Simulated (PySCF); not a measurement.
Molecule: SMILES C[NH+](CC=C)C, [C5H12N]+.

Bonds (- single, = double, # triple, : aromatic): C1=C2, C2-C3, C3-N4, N4-C5, N4-C6. C1 carries H7, H8; C2 carries H9; C3 carries H10, H11; N4 carries H12; C5 carries H13, H14, H15; C6 carries H16, H17, H18. Formal charges: N4 +1.

Total charge +1. H8 is cis to C3; H7 is trans to C3.

Geometry PBE0-D3(BJ)/def2-SVP throughout; GIAO in PySCF, gas phase, one conformer, non-relativistic; equivalent atoms averaged; basis pcSseg-1.

Q: How do the absolute shieldings σ depend on the functional? (a selection of nuclei; ppm; last column core-seconds on shared hosts with different chips, so compare them loosely; the GGAs took longer than the global hybrids here, which isn't the general rule, and the cause wasn't traced)

A: 
```csv
functional,kind,C2,C1,C3,C5/C6,N4,H7,H12,H10/H11,H13/H14/H15/H16/H17/H18,core-s
HF,Hartree–Fock,58.9,64.1,136.0,148.5,223.5,25.24,27.61,28.16,28.54,8.1
LDA,LDA,42.3,52.8,113.5,133.1,195.5,24.36,26.09,26.99,27.74,23
PBE,GGA,48.1,57.7,115.5,133.4,192.1,24.86,26.52,27.40,28.11,29
BLYP,GGA,42.8,53.3,109.9,128.0,186.2,25.15,26.71,27.57,28.26,29
BP86,GGA,47.9,57.3,115.1,132.8,192.3,24.93,26.64,27.47,28.17,29
OPBE,GGA,59.5,67.0,124.2,140.8,198.2,24.82,26.48,27.41,28.15,31
KT2,GGA,59.0,68.7,119.8,136.8,196.6,24.98,26.58,27.37,28.05,23
KT3,GGA,60.3,69.2,120.5,136.9,194.2,25.16,26.64,27.52,28.21,22
B97-D,GGA,51.8,60.8,116.2,133.1,191.4,25.18,26.75,27.60,28.29,23
B3LYP,global hybrid,45.7,54.6,115.9,132.8,195.4,25.08,26.87,27.65,28.26,14
PBE0,global hybrid,51.5,59.2,122.4,138.8,202.8,24.83,26.77,27.55,28.16,20
mPW1PW91,global hybrid,50.8,58.3,121.6,137.9,201.9,24.90,26.83,27.60,28.21,14
WP04,global hybrid,41.6,47.7,109.2,125.2,184.4,25.43,26.90,27.85,28.43,16
B97-2,global hybrid,54.1,61.5,122.4,138.4,200.7,25.02,26.86,27.64,28.26,16
BHandHLYP,global hybrid,50.0,57.2,123.6,138.8,207.0,25.07,27.11,27.79,28.30,15
CAM-B3LYP,range-separated hybrid,46.6,54.7,120.0,136.2,203.1,24.95,26.92,27.66,28.20,21
wB97X-D,range-separated hybrid,51.2,58.2,123.0,138.5,204.7,24.96,27.00,27.73,28.27,19
LC-wPBE,range-separated hybrid,52.3,57.7,128.3,143.2,213.2,24.78,27.01,27.72,28.22,27
```

Q: Which nucleus among those listed moves most, in ppm?

A: N4 (ammonium nitrogen): from 184.4 ppm with WP04 to 223.5 ppm with HF. The smallest spread is 0.80 ppm, at H13/H14/H15/H16/H17/H18. Proton shifts span only some 12 ppm, so a few tenths of a ppm matter as much there as several ppm in carbon.
